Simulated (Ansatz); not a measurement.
Rock-salt NaF, treated with PBE (Ansatz, a program for electronic structure, plane waves, PAW).

Total energies, extrapolated to zero smearing (they compare only within this program, potentials and cutoff; free atoms with spin allowed, lowest state found):

```json
[
 {"system": "rock-salt NaF, relaxed", "energy (eV/atom)": "-1148.7180"},
 {"system": "free Na atom", "energy (eV/atom)": "-1485.3346"},
 {"system": "free F atom", "energy (eV/atom)": "-804.4392"}
]
```

Problem. Work out the cohesive energy per atom.

Solution. E_coh = [1 × (-1485.3346) + 1 × (-804.4392)]/2 − (-1148.7180) = 3.83 eV/atom. The reference value is 3.97 eV/atom (measured, static lattice: zero-point vibration energy added; as tabulated in Mejia-Rodriguez and Trickey (2018), arXiv:1807.09216), a difference of -0.14 eV/atom.

The PAW data were made under PBE.
